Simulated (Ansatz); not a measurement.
**One arrangement of a pair**

The pair of H2O (SMILES O, atoms 1–3) and CH4O (SMILES CO, atoms 4–9), both closed shells, in one local arrangement (a lower one may exist), relaxed at PBE0-D4/def2-TZVP:

O1  (0.526, -0.419, -1.977)
H2  (0.848, 0.299, -2.528)
H3  (-0.084, -0.916, -2.528)
C4  (-0.163, 0.137, 1.519)
O5  (-0.795, 0.605, 0.357)
H6  (-0.698, 0.551, 2.377)
H7  (0.885, 0.460, 1.588)
H8  (-0.189, -0.958, 1.602)
H9  (-0.330, 0.241, -0.410)
(Å)

Computed with Ansatz 0.2.0 (basis: def2-TZVPPD, with def2-QZVPPD for the basis limit); correlated methods freeze the cores. B3LYP uses VWN-RPA correlation. Extrapolation: Hartree–Fock as exp(−7.88 √X), correlation as X^−2.97. Interaction energies count from these two fragments, frozen as in the pair, with the counterpoise correction; negative means bound.

Task: What is the interaction energy by CCSD(T) at an estimated basis limit (MP2 extrapolated from triple and quadruple zeta, plus CCSD(T) − MP2 in triple zeta)? (Judge from chemistry; the value comes from the calculation.)

Result: The calculation gives: -5.07 kcal/mol. Hartree–Fock alone gives -3.38 kcal/mol at the basis limit. It counts from the two fragments frozen as in the pair.

The same quantity by other methods in triple zeta, and each one's difference from that estimate:
| method | E_int (kcal/mol) | difference |
| --- | --- | --- |
| PBE-D4 | -5.49 | -0.41 |
| revPBE-D4 | -4.59 | 0.49 |
| BLYP-D4 | -4.93 | 0.14 |
| r2SCAN-D4 | -5.39 | -0.32 |
| B97M-V | -5.16 | -0.08 |
| PBE0-D4 | -5.43 | -0.36 |
| B3LYP-D4 | -5.23 | -0.15 |
| HSE06-D4 | -5.42 | -0.35 |
| wB97X-V | -5.08 | -0.01 |
| wB97M-V | -5.09 | -0.02 |
| B2PLYP | -4.64 | 0.43 |
| HF | -3.37 | 1.70 |
| MP2 | -4.70 | 0.38 |
| CCSD | -4.42 | 0.65 |
| CCSD(T) | -4.70 | 0.38 |
Differences are method less estimate.

Task: Which atoms make the shortest contact between the fragments?

Result: O1 and H9, 1.90 Å apart.

Basis-set superposition shift (counterpoise-corrected less uncorrected): CCSD(T) 0.51; MP2 0.50; HF 0.03; PBE0-D4 0.04; wB97M-V 0.04 kcal/mol.

The T1 diagnostic stays at or below 0.011.

For scale, one of the runs: CCSD(T)/def2-TZVPPD, 219 basis functions, launched by `ansatz run in.yaml --threads 4 --pin off --events-out ev --progress --plain --max-ram 9574MiB`. The run took 56 s on 4 CPU threads of an Arm Neoverse V1 (shared host), with 3.5 GiB of host memory at its peak.
